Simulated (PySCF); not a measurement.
Gas-phase reaction: 3 CH3SiHCl2 + C3H8 → 2 vinylsilane + 6 Cl + ethylsilane

Energies from PySCF, thermal terms from the rigid-rotor harmonic-oscillator model, ideal gas at 1 bar. † marks an energy on the PBE0/def2-TZVP geometry and frequencies; other levels use their own. MP2 and CCSD(T) freeze the core. Open shells (unrestricted): Cl (multiplicity 2); the rest are closed-shell singlets. Spin-orbit splitting is ignored; it lowers the true energy and changes the entropy of Cl. MP2 isn't extrapolated to the basis-set limit. CCSD(T) isn't extrapolated to the basis-set limit.

```csv
level,"ΔH°(298 K), kJ"
CCSD(T)/def2-SVP†,[?]
CCSD(T)/def2-TZVPP†,[?]
M06-2X/def2-TZVP†,2187
MP2/def2-TZVPP†,[?]
PBE/def2-TZVP†,[?]
PBE0/def2-SVP†,2137
PBE0/def2-TZVP,2176
r2SCAN/def2-TZVP†,2201
ωB97M-V/def2-TZVP†,2194
```

Question: Fill in the missing entries.

Answer: 
- CCSD(T)/def2-SVP†, ΔH°(298 K), kJ: 1928
- CCSD(T)/def2-TZVPP†, ΔH°(298 K), kJ: 2083
- MP2/def2-TZVPP†, ΔH°(298 K), kJ: 2227
- PBE/def2-TZVP†, ΔH°(298 K), kJ: 2182
